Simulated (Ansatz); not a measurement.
Consider the interaction energy of a dimer with the counterpoise correction of CH₄S₂, SMILES CSS (Ansatz's Python interface).

The script, `run_dimer.py`:
```python
"""Interaction energy of two CH4S2 molecules, with the counterpoise correction."""

from dataclasses import dataclass

import ansatz as az


@dataclass(frozen=True)
class Settings:
    basis_set: str = "def2-SVP"
    method: str = "MP2"


cfg = Settings()

FIRST = [
    ("C", (-0.7268, 0.5113, -0.2179)),
    ("S", (0.4188, 0.3605, 1.1121)),
    ("S", (1.867, -0.7332, 0.1878)),
    ("H", (-1.0659, -0.4083, -0.5668)),
    ("H", (-0.3265, 1.0876, -1.0875)),
    ("H", (-1.6284, 1.1513, 0.1332)),
    ("H", (1.4615, -1.9693, 0.4389)),
]
SECOND = [
    ("C", (0.8209, -6.9702, -0.1312)),
    ("S", (0.1457, -6.0404, 1.2044)),
    ("S", (0.6874, -4.1665, 0.6189)),
    ("H", (1.8499, -6.8513, -0.2283)),
    ("H", (0.3491, -6.7401, -1.1176)),
    ("H", (0.5717, -8.092, 0.0278)),
    ("H", (1.8805, -4.0508, 1.1833)),
]

def energy(atoms, ghosts=()):
    molecule = az.Crystal.molecule()
    for symbol, xyz in atoms:
        molecule = molecule.atom(symbol, xyz)
    calc = (
        molecule.calculation()
        .basis(gaussian=cfg.basis_set)
        .correlation(cfg.method)
    )
    deck = calc.input()
    if ghosts:
        deck = deck.set(az.key.basis.gaussian.ghost_atoms, [{"symbol": s, "position_ang": list(xyz)} for s, xyz in ghosts])
    return az.Session.from_dict(deck).plan().execute().report["free_energy_ev"]


def main() -> None:
    # ghost atoms carry the functions of the partner
    both = energy(FIRST + SECOND)
    alone = energy(FIRST) + energy(SECOND)
    ghosted = energy(FIRST, SECOND) + energy(SECOND, FIRST)
    print(f"dimer {both:.6f} eV")
    print(f"interaction, uncorrected   {23.060548 * (both - alone):8.3f} kcal/mol")
    print(f"interaction, counterpoise  {23.060548 * (both - ghosted):8.3f} kcal/mol")
    print(f"basis-set superposition    {23.060548 * (alone - ghosted):8.3f} kcal/mol")


if __name__ == "__main__":
    main()
```

How large is the interaction at this pose, and how much of it is basis-set superposition?

Uncorrected it is 0.267 kcal/mol, with the counterpoise correction 1.878 kcal/mol; the difference, 1.61 kcal/mol, is the superposition error. In this basis both values are repulsive.

The output:

```console
$ python run_dimer.py
dimer -45463.130348 eV
interaction, uncorrected      0.267 kcal/mol
interaction, counterpoise     1.878 kcal/mol
basis-set superposition       1.611 kcal/mol
```

Reading the output:
- Total energies depend on the basis set; only differences at equal settings carry meaning.
- The dimer is a generated trial pose of unrelaxed monomers, not a minimum, so the figure is no binding energy, and the basis set is small.
- Run time: 7.6 s on 1 thread of Arm Neoverse V2, with other jobs on the host, peak memory 0.37 GiB.
